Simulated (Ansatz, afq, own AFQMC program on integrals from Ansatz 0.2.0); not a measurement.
# Breaking Si3–H7 in AlSi2NH8, singlet

```xyz
12

Al   -0.9097    1.7242   -0.2600
N    -0.0708    0.1413   -0.0189
Si   -0.1491   -0.7080    1.5190
Si    0.8535   -0.6065   -1.3147
H    -0.8000    2.4156   -1.6816
H    -1.7105    2.3365    0.9627
H     1.2161   -0.8757    2.1096
H    -0.7368   -2.0738    1.3448
H    -0.9989    0.0715    2.4668
H     0.8393    0.2907   -2.5077
H     0.2729   -1.9331   -1.6940
H     2.2708   -0.8381   -0.8920
```

Products: AlSi2NH7 (doublet; AlH2–N(–SiH2)–SiH3) and H (doublet), each relaxed with PBE0/def2-SVP like the molecule; electronic energies without zero-point terms. Determinants: RHF, UHF and UHF in that order.

Basis def2-TZVP. Noble-gas cores (and the filled d shells of Ga–Kr and In–Xe) are frozen. AFQMC by an in-house program on the Cholesky factors that Ansatz 0.2.0 writes for its CCSD(T) run. The CISD trial takes its coefficients from CCSD amplitudes. Released means that phaseless walkers are propagated on without the constraint, phases kept. Error bars are statistical, one sigma. The errors of all members are added in quadrature.

No full CI on the walks' own integrals is used here. The released AFQMC energy serves as the reference, which it does only where one determinant dominates, the energy is flat over the last release times and near the phaseless one (40 meV or 2 meV an electron, half that with transition metals). On small molecules, where full CI could be run and the noise was under 10 meV, such values lay within 10 meV of it in 19 cases of 20, a flattering rate, since the rule was set on those same cases; what remains of the bias isn't in the error bar. Each member takes its own surest rung, up to full CI.

The best estimate is CCSD(T) at the basis-set limit (CBS: def2-TZVPP and def2-QZVPP, with their diffuse functions for anions and beside diffuse sets, CCSD(T) itself extrapolated) plus the step from CCSD(T) to AFQMC with the constraint released in def2-TZVP. Rows without CBS are in def2-TZVP; B2PLYP and the wave-function rows carry a basis error of their own. Core correlation and relativity beyond core potentials are missing, and ± holds the sampling alone.

Cautions: AlSi₂NH₈ (singlet): the released value is read at 0.90 1/Eh with a noise of 20 meV, more than in the cases checked (meV from the phaseless value at times in 1/Eh: -11 ± 14 at 0.21, 1 ± 14 at 0.42, -2 ± 13 at 0.63, -4 ± 20 at 0.90); AlSi₂NH₇ (doublet): the ph-AFQMC/CISD walk drifts between its halves (2.1 errors), the released value is read at 0.90 1/Eh with a noise of 14 meV, more than in the cases checked (meV from the phaseless value at times in 1/Eh: -51 ± 18 at 0.21, -63 ± 15 at 0.42, -66 ± 25 at 0.63, -23 ± 14 at 0.90).

Best estimate: 96.1 ± 0.6 kcal/mol.

```json
{"level": "HF", "bond energy (kcal/mol)": "76.4", "error against the best estimate (kcal/mol)": "-19.7 ± 0.6"}
{"level": "MP2", "bond energy (kcal/mol)": "90.9", "error against the best estimate (kcal/mol)": "-5.2 ± 0.6"}
{"level": "CCSD", "bond energy (kcal/mol)": "93.4", "error against the best estimate (kcal/mol)": "-2.7 ± 0.6"}
{"level": "CCSD(T)", "bond energy (kcal/mol)": "93.3", "error against the best estimate (kcal/mol)": "-2.8 ± 0.6"}
{"level": "ph-AFQMC/CISD", "bond energy (kcal/mol)": "93.5 ± 0.4", "error against the best estimate (kcal/mol)": "-2.6 ± 0.7"}
{"level": "released AFQMC", "bond energy (kcal/mol)": "93.1 ± 0.6", "error against the best estimate (kcal/mol)": "-3.0"}
{"level": "HF/CBS", "bond energy (kcal/mol)": "76.5", "error against the best estimate (kcal/mol)": "-19.6 ± 0.6"}
{"level": "MP2/CBS", "bond energy (kcal/mol)": "94.6", "error against the best estimate (kcal/mol)": "-1.5 ± 0.6"}
{"level": "CCSD(T)/CBS", "bond energy (kcal/mol)": "96.3", "error against the best estimate (kcal/mol)": "0.2 ± 0.6"}
{"level": "PBE", "bond energy (kcal/mol)": "89.5", "error against the best estimate (kcal/mol)": "-6.6 ± 0.6"}
{"level": "r2SCAN", "bond energy (kcal/mol)": "91.1", "error against the best estimate (kcal/mol)": "-5.0 ± 0.6"}
{"level": "PBE0", "bond energy (kcal/mol)": "90.9", "error against the best estimate (kcal/mol)": "-5.2 ± 0.6"}
{"level": "B3LYP", "bond energy (kcal/mol)": "93.9", "error against the best estimate (kcal/mol)": "-2.2 ± 0.6"}
{"level": "wB97M-V", "bond energy (kcal/mol)": "96.5", "error against the best estimate (kcal/mol)": "0.4 ± 0.6"}
{"level": "B2PLYP", "bond energy (kcal/mol)": "93.6", "error against the best estimate (kcal/mol)": "-2.5 ± 0.6"}
```

Correlation beyond CCSD(T) changes it by less than twice the noise. Going to the basis-set limit adds 3.0 kcal/mol at CCSD(T). The perturbative (T) step is worth −0.1 kcal/mol. The functionals spread over 7.0 kcal/mol; wB97M-V and B3LYP come nearest and PBE is 6.6 kcal/mol too low.

Best estimates are given only where the step beyond CCSD(T) is under 0.3 eV and no member's determinant is very poor (T1 over 0.05, or 0.07 for open shells, ⟨S²⟩ too high by 0.3, two states mixed), so the hardest cases are missing from such tables.

The functionals ran in a triple-zeta set and keep a basis error of their own, a few kJ/mol for each bond in atomization energies and more for double hybrids, so close places among them and the extrapolated levels can swap.

Each member of a difference takes its own highest rung, so a best estimate needn't equal the limit plus the step of one row. Released energies are given only where the last usable release times agree within the noise; a slower fall can still hide under it.
